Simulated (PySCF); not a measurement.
Species: C₂H₇PS.
InChI=1S/C2H7PS/c1-3(2)4/h3H,1-2H3

The closed-shell ground state was solved at several levels (PySCF, density fitting, gas phase, non-relativistic). Geometry: PBE0-D3(BJ)/def2-SVP; no solvent, vibrations or thermal averaging.

```tsv
level	basis functions	HOMO (eV)	LUMO (eV)	gap (eV)	dipole (D)
PBE0/pcSseg-0	58	-6.39	0.82	7.21	4.98
PBE0/cc-pVTZ	226	-6.45	0.53	6.98	4.60
PBE0/IGLO-III	228	-6.38	0.29	6.67	4.26
PBE0/cc-pVDZ	99	-6.27	0.94	7.21	4.64
```

What might PBE0/aug-cc-pVDZ (163 basis functions) give for the same quantities?

HOMO -6.47 eV, LUMO -0.40 eV, gap 6.07 eV, dipole 4.74 D.

How much does the basis alone move the frontier levels among the 5 PBE0 rows (the withheld one included)?

The HOMO by 0.20 eV and the LUMO by 1.34 eV. By rising basis size (HOMO, LUMO in eV): pcSseg-0 -6.39, 0.82; cc-pVDZ -6.27, 0.94; aug-cc-pVDZ -6.47, -0.40; cc-pVTZ -6.45, 0.53; IGLO-III -6.38, 0.29.

How far do the dipole and the HOMO energy spread over the levels?

The dipole runs from 4.26 to 4.98 D (mean 4.64 D) and the HOMO from -6.47 to -6.27 eV.
